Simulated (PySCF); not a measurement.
**The electron affinity along the second row**

All values are computed (PySCF 2.14, energy differences of UHF-based or UKS calculations, no spin-orbit coupling). Values in eV. The last column holds reference values (measured affinities from photodetachment; the arrow runs from anion to atom). Unmarked ones compare directly (S terms, centres of terms, or small fine structure); those marked * lie between the lowest fine-structure levels and include a spin-orbit shift.

| element | configurations | UHF | SCS-MP2 (valence) | CCSD (valence) | LDA | PBE | r2SCAN | reference |
| --- | --- | --- | --- | --- | --- | --- | --- | --- |
| Li (dyall-av3z, non-relativistic) | [He] 2s2 → [He] 2s1 | -0.123 | 0.423 | 0.615 | 0.590 | 0.511 | 0.448 | 0.618 |
| B (dyall-av3z, non-relativistic) | [He] 2s2 2p2 → [He] 2s2 2p1 | -0.304 | 0.060 | 0.170 | 0.765 | 0.647 | 0.604 | 0.280 |
| C (dyall-av3z, non-relativistic) | [He] 2s2 2p3 → [He] 2s2 2p2 | 0.452 | 0.973 | 1.148 | 1.822 | 1.609 | 1.502 | 1.262 |
| O (dyall-av3z, non-relativistic) | [He] 2s2 2p5 → [He] 2s2 2p4 | -0.574 | 1.386 | 1.184 | 2.073 | 1.793 | 1.521 | 1.461 |
| F (dyall-av3z, non-relativistic) | [Ne] → [He] 2s2 2p5 | 1.179 | 3.451 | 3.142 | 4.132 | 3.666 | 3.312 | 3.401 |

Q: Which of these methods has the smallest mean absolute error against the measured values here?

A: CCSD (valence), with 0.153 eV.

| method | elements | mean error (eV) | mean absolute error (eV) | largest error (eV) |
| --- | --- | --- | --- | --- |
| UHF | 5 | -1.279 | 1.279 | -2.222 |
| SCS-MP2 (valence) | 5 | -0.146 | 0.166 | -0.289 |
| CCSD (valence) | 5 | -0.153 | 0.153 | -0.277 |
| LDA | 5 | 0.472 | 0.483 | 0.731 |
| PBE | 5 | 0.241 | 0.283 | 0.367 |
| r2SCAN | 5 | 0.073 | 0.177 | 0.324 |

The highest occupied level of the anion is positive for Li⁻ at LDA, PBE, r2SCAN; B⁻ at LDA, PBE, r2SCAN; C⁻ at LDA, PBE, r2SCAN; O⁻ at LDA, PBE, r2SCAN; F⁻ at LDA, PBE, r2SCAN, so there the basis helps to hold the electron.

Errors include the incompleteness of the basis and the frozen core.

"Valence" correlates the outer s and p shells and, in groups 3 to 12 and the f block, the outer d or f shell, open or full, or the next shell where the ion has no valence electron left; the wider scheme adds the next inner shell.
